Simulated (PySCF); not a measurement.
Molecule: `[C-]#[N+]CC`, C3H5N.

Molfile (atoms numbered from 1):
```
C3H5N
     RDKit          3D

  9  8  0  0  0  0  0  0  0  0999 V2000
    2.2456   -0.3819   -1.2356 C   0  0  0  0  0  0  0  0  0  0  0  0
    1.3438    0.0677   -0.6361 N   0  0  0  0  0  0  0  0  0  0  0  0
    0.2332    0.5757    0.0789 C   0  0  0  0  0  0  0  0  0  0  0  0
   -0.8566   -0.4674    0.2648 C   0  0  0  0  0  0  0  0  0  0  0  0
    0.5923    0.9424    1.0543 H   0  0  0  0  0  0  0  0  0  0  0  0
   -0.1539    1.4514   -0.4668 H   0  0  0  0  0  0  0  0  0  0  0  0
   -1.2288   -0.8217   -0.7071 H   0  0  0  0  0  0  0  0  0  0  0  0
   -1.6984   -0.0325    0.8224 H   0  0  0  0  0  0  0  0  0  0  0  0
   -0.4771   -1.3337    0.8251 H   0  0  0  0  0  0  0  0  0  0  0  0
  1  2  3  0
  2  3  1  0
  3  4  1  0
  3  5  1  0
  3  6  1  0
  4  7  1  0
  4  8  1  0
  4  9  1  0
M  CHG  2   1  -1   2   1
M  END
```

Geometry PBE0-D3(BJ)/def2-SVP throughout; GIAO in PySCF 2.14, gas phase, one conformer, non-relativistic; equivalent atoms averaged; functional PBE0.

For orientation, 6-31G* gives these absolute shieldings σ: C1 31.1, C3 159.5, C4 177.9, N2 97.6, H5/H6 28.74, H7/H8/H9 30.70 ppm.

A run gave: C1 35.6, C3 164.5, C4 182.4, N2 90.4, H5/H6 29.03, H7/H8/H9 31.05 ppm (absolute shieldings σ).

Problem. Which basis set was used in that run?
A. pcSseg-2
B. pcSseg-0
C. 6-31G
D. def2-TZVP

Solution. C. C1 tells them apart best: 6-31G gives 35.6, pcSseg-2 gives 2.0, pcSseg-0 gives 8.9, def2-TZVP gives 9.4 ppm.
